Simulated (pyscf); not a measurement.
Elementary routes open to :HSi–NH–SiH₃ [singlet] in the gas phase (singlet surface):
A. HN=Si: [singlet] + SiH₄ (N–Si, H–Si broken; H–Si formed)
B. :Si=N–SiH₃ [singlet] + H₂ (H–N, H–Si, H–Si broken; H–H, H–Si formed)

PySCF, gas phase, ωB97X-D3(BJ)/def2-SVP geometries.

Q: Rank the routes by free-energy barrier at 900 K, lowest first, for ωB97M-D3(BJ)/def2-TZVP energies (ideal gas, 1 atm, RRHO with modes under 100 cm⁻¹ raised to 100, one conformer, R ln 2 for chiral ones without a mode under 150 cm⁻¹).

A: A (42.6 kcal/mol), B (69.0 kcal/mol)

Route A is the fastest of these, ahead of the next by 26.4 kcal/mol. The most stable products are those of B (ΔG = -14.6 kcal/mol), whose barrier is 26.4 kcal/mol higher: the kinetic and the thermodynamic product differ. At 298 K A is still the fastest. Only these routes are compared; each barrier is that of the saddle found, and lower ones may exist.
